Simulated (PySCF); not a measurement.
# CO at LDA

Level: LDA. basis C 6-311G(d,p), O 6-311G(d,p); no relativity; PySCF 2.14.

```json
{"state": "¹Σ⁺ (singlet), closed shell", "bond length": "1.130 Å", "harmonic wavenumber": "2187 cm⁻¹", "force constant": "19.3 mdyn/Å", "rotational constant Be": "1.926 cm⁻¹", "anharmonicity ωexe": "12.8 cm⁻¹", "vibration–rotation constant αe": "0.0170 cm⁻¹", "well depth De to C + O": "1247 kJ/mol", "dissociation energy D0": "1234 kJ/mol", "HOMO–LUMO gap": "6.92 eV", "bond order (Mayer)": "2.45", "dipole moment (positive dipole means C(−)O(+))": "0.24 D"}
```
